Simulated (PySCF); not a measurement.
## Electron affinity of Al by level of theory

Al⁻ [Ne] 3s2 3p2 [3p1/2^2, M_J = 0] → Al [Ne] 3s2 3p1 [3p1/2^1, M_J = 1/2], as a difference of total energies. Calculation: PySCF 2.14, in x2c-SVPall-2c with one added diffuse shell each of s, p type (5s5p1d, 25 functions); the two-component X2C-1e Hamiltonian. Correlated levels: [Ne] frozen. "Screened" scales the spin-orbit matrix elements by Boettger's factors to mimic the two-electron term; Breit and QED terms are absent.

| method | electron affinity (eV) |
| --- | --- |
| GHF (spin-free) | -0.012 |
| GMP2 (spin-free) | 0.163 |
| GHF (screened spin-orbit) | -0.018 |
| GMP2 (screened spin-orbit) | 0.157 |

Errors of the correlated levels include the incompleteness of this basis and the frozen core.

The labels give the starting determinants; with spin-orbit coupling the two ends relaxed to ⟨J²⟩ = 1.99, ⟨L²⟩ = 2.00, ⟨S²⟩ = 2.00 and ⟨J²⟩ = 0.99, ⟨L²⟩ = 2.03, ⟨S²⟩ = 0.76.

A negative affinity means that the anion lies above the atom at that level of theory.

The determinant of Al⁻ mixes levels of different J (the jj label is only the starting occupation), so the difference between spin-free and spin-orbit rows is not the physical spin-orbit shift.

For comparison: 0.433 eV (measured; photodetachment measurements, as compiled on the Wikipedia data page of electron affinities).
